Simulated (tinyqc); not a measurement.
Inside a calculation. Method: Pariser-Parr-Pople SCF with singles CI, for the molecule C=C(O)Cl (SMILES; centres numbered as the heavy atoms are written). One step of it, computed by the program tinyqc.

Question. Iteration 3: Fock matrix. F_rr = H_rr + P_rr gamma_rr / 2 + sum_(s != r) P_ss gamma_rs; F_rs = H_rs - P_rs gamma_rs / 2; E = tr P (H + F) / 2 + core repulsion sum_(r<s) z_r z_s gamma_rs.

P after iteration 2, order 1C, 2C, 3O, 4Cl:
$$\begin{pmatrix}
1.260172 & 0.845143 & -0.341958 & -0.234373 \\
0.845143 & 1.016158 & 0.413644 & 0.284336 \\
-0.341958 & 0.413644 & 1.813047 & -0.129225 \\
-0.234373 & 0.284336 & -0.129225 & 1.910623
\end{pmatrix}$$

core matrix H (eV), order 1C, 2C, 3O, 4Cl:
$$\begin{pmatrix}
-33.175575 & -2.370000 & 0.000000 & 0.000000 \\
-2.370000 & -40.229631 & -2.230000 & -1.570000 \\
0.000000 & -2.230000 & -52.500018 & 0.000000 \\
0.000000 & -1.570000 & 0.000000 & -44.367743
\end{pmatrix}$$

repulsion gamma_rs (eV), order 1C, 2C, 3O, 4Cl:
$$\begin{pmatrix}
11.130000 & 5.346287 & 4.354817 & 3.979827 \\
5.346287 & 11.130000 & 6.309478 & 5.552194 \\
4.354817 & 6.309478 & 21.500000 & 4.417861 \\
3.979827 & 5.552194 & 4.417861 & 13.000000
\end{pmatrix}$$

Centres (angstrom, eV; a flat drawing with bonds scaled to 1.40 angstrom):
```
centre          x          y  core charge z          W   gamma_rr
1C      -1.212000  -0.700000              1  11.160000  11.130000
2C       0.000000   0.000000              1  11.160000  11.130000
3O       1.212000  -0.700000              2  33.000000  21.500000
4Cl      0.000000   1.400000              2  26.000000  13.000000
```

Give: F; pi energy.

Answer.

F (eV), order 1C, 2C, 3O, 4Cl:
$$\begin{pmatrix}
-5.2306 & -4.6292 & 0.7446 & 0.4664 \\
-4.6292 & -5.7899 & -3.5349 & -2.3593 \\
0.7446 & -3.5349 & -12.6696 & 0.2854 \\
0.4664 & -2.3593 & 0.2854 & -13.2817
\end{pmatrix}$$

pi energy = -108.1395 eV
